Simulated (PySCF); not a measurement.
# SF at PBE

Level: PBE. S def2-SVP, F def2-SVP; no relativity (PySCF 2.14).

* state: ²Π (doublet), unpaired electrons π ↑
* bond length: 1.640 Å
* harmonic wavenumber: 816 cm⁻¹
* force constant: 4.68 mdyn/Å
* rotational constant Be: 0.5259 cm⁻¹
* anharmonicity ωexe: 4.75 cm⁻¹
* vibration–rotation constant αe: 0.00425 cm⁻¹
* well depth De to S + F: 3.96 eV
* dissociation energy D0: 3.91 eV
* bond order (Mayer): 1.07
* dipole moment (positive dipole means S(−)F(+)): -0.92 D

The state was picked by a PBE0 search and need not be the measured ground state.
